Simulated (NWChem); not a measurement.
HLi in NWChem

```xyz
2

Li     0.0000     0.0000     0.3994
H      0.0000     0.0000    -1.1982
```
Charge 0, spin multiplicity 1.

The numbers come from NWChem runs, not from measurements. All single points use one geometry, from PBE0/def2-SVP, a minimum by its harmonic frequencies.

Symmetry labels belong to the abelian group C2v used in the runs, with the axes of the coordinates shown; states degenerate in a higher group split over its labels.

B3LYP has NWChem's definition, with VWN1-RPA local correlation. The structure started from a generated list of species.

List the lowest 3 singlet excitations that TD-B3LYP/aug-cc-pVDZ, VWN1-RPA local correlation gives, with oscillator strengths.


| state | symmetry | energy (eV) | wavelength (nm) | f |
|---|---|---|---|---|
| 1 | a1 | 3.20 | 387 | 0.073 |
| 2 | b2 | 4.28 | 290 | 0.181 |
| 3 | b1 | 4.28 | 290 | 0.181 |
